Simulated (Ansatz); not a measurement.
# CHOS+: one structure at several levels

One table from this session's results is given with a row withheld; the runs are named, their logs left out.

The runs use Ansatz 0.2.0, Gaussian basis; single points in def2-TZVPP.

Correlated methods freeze the cores. B3LYP uses VWN-RPA correlation.

## The system as given

SMILES `O=[C+]S`, 4 atoms, charge 1, spin multiplicity 1.

Atoms are counted from 1 here; the program's logs count them from 0.

Bond lengths: O1–C2 1.100 Å, C2–S3 1.650 Å, S3–H4 1.397 Å. Angles: O1–C2–S3 176.8°, C2–S3–H4 92.0°.

Geometry (Å):

```xyz
4
CHOS
O     0.1252   -0.3674    1.6527
C     0.2038   -0.2584    0.5606
S     0.4120   -0.0963   -1.0683
H    -0.7156    0.7210   -1.1809
```

The first run:

File run/in.yaml:

```yaml
crystal:
  periodic: [false, false, false]
  atoms:
    - {symbol: O, position_ang: [0.125200, -0.367400, 1.652700]}
    - {symbol: C, position_ang: [0.203800, -0.258400, 0.560600]}
    - {symbol: S, position_ang: [0.412000, -0.096300, -1.068300]}
    - {symbol: H, position_ang: [-0.715600, 0.721000, -1.180900]}
basis:
  gaussian: {orbitals: def2-TZVPP}
total_charge: 1
correlation: {method: ccsd_t}
output: {forces: true}
```

The command line of these runs was not kept.

Among the steps run: CCSD(T)/def2-TZVPP; PBE0-D4/def2-TZVPP; wB97M-V/def2-TZVPP; r2SCAN-D4/def2-TZVPP; PBE-D4/def2-TZVPP; B3LYP-D4/def2-TZVPP; B97M-V/def2-TZVPP.

One table of the session follows, with a row left open; its other results are not shown here.

| method | RMS force component (eV/Å) | angle to CCSD(T) forces (°) |
| --- | --- | --- |
| CCSD(T) | 1.554 | reference |
| PBE0-D4 | 1.197 | 8.6 |
| wB97M-V | 1.076 | 5.4 |
| r2SCAN-D4 | ? | ? |
| PBE-D4 | 1.956 | 10.2 |
| B3LYP-D4 | 1.252 | 4.4 |
| B97M-V | 1.303 | 12.3 |

Estimate the missing values for r2SCAN-D4.

As computed: RMS force component (eV/Å): 1.542; angle to CCSD(T) forces (°): 10.2. In the column «RMS force component (eV/Å)» it lies between B97M-V (1.303) and CCSD(T) (1.554).
